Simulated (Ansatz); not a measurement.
**[NH2···H···BH2], doublet in cc-pVDZ: errors against UCCSDT(Q)**

Geometry: a point of a hydrogen-transfer path between rigid fragments, not a stationary point.

| atom | x (Å) | y (Å) | z (Å) |
| --- | --- | --- | --- |
| N | -1.1105 | -0.0191 | -0.0297 |
| H | -1.4077 | 0.9487 | -0.0297 |
| H | -1.4077 | -0.4214 | 0.8505 |
| H | -0.0980 | -0.0191 | -0.0297 |
| B | 1.3615 | -0.0191 | -0.0297 |
| H | 1.8706 | -0.0191 | 1.0473 |
| H | 1.8706 | -0.0191 | -1.1067 |

Basis cc-pVDZ; Ansatz 0.2.0. Only valence electrons are correlated (noble-gas cores frozen), which leaves 13 electrons in 51 orbitals. Prefix R: restricted or restricted open-shell reference; prefix U: unrestricted. Active spaces: pair = (3e, 3o) about the gap.

Full CI isn't at hand for all of this; UCCSDT(Q) serves as the reference, and is uncertain by about the last step of the cluster series. The frozen core follows each run's orbitals, which can shift R against U totals by a few meV.

For open shells CISD is restricted-active-space CI with the open shells as a complete middle space.

```
UHF ⟨S²⟩                          : 0.762
T1 diagnostic (RCCSD)             : 0.0183
largest doubles amplitude (RCCSD) : 0.037
T1 diagnostic (UCCSD)             : 0.0141
```

```csv
level,E − E(RHF) (eV)
UHF,-0.1233
RMP2,-7.3639
UMP2,-7.3442
RCCSD,-8.3127
UCCSD,-8.3154
RCCSD(T),-8.4920
UCCSD(T),-8.4915
```

(1) Estimate how far UCCSDT(Q) in cc-pVDZ lies from RCCSD(T). The table doesn't fix it; the size of (T) and the diagnostics are the guide.

(1) UCCSDT(Q) in cc-pVDZ lies 3.2 kJ/mol below RCCSD(T), which is 19 % of the (T) step (-17.3 kJ/mol). The diagnostics are small and one determinant leads, so the series closes fast and only a small part of (T) is left.

The other levels:

```
              level  E − E(UCCSDT(Q)) (kJ/mol)  share of correlation (%)   wall time
               CISD                       84.9                     89.68       6.5 s
            BCCD(T)                        3.2                     99.61       6.5 s
             RCCSDT                        1.2                     99.85           –
             UCCSDT                        1.2                     99.85           –
          RCCSDT(Q)                        0.1                     99.99  5 s (H100)
CASSCF (pair space)                      775.9                      5.68           –
NEVPT2 (pair space)                      114.6                     86.06       1.7 s
```

The correlation energy at UCCSDT(Q), counted from RHF, is -8.525 eV. That run took 5.5 s on 2 threads of AMD EPYC 7R13 with a shared H100 80 GB, shared host.

Run but not shown, since their state or frozen core can't be matched to the reference's or they repeat it: MRCISD (pair space), MRCISD+Q (pair space).

Times hold each run's SCF and search for its determinant on a shared host, so for small cases they say little of a method's own cost; rows without a card ran on 1 thread of AMD EPYC 7R13.
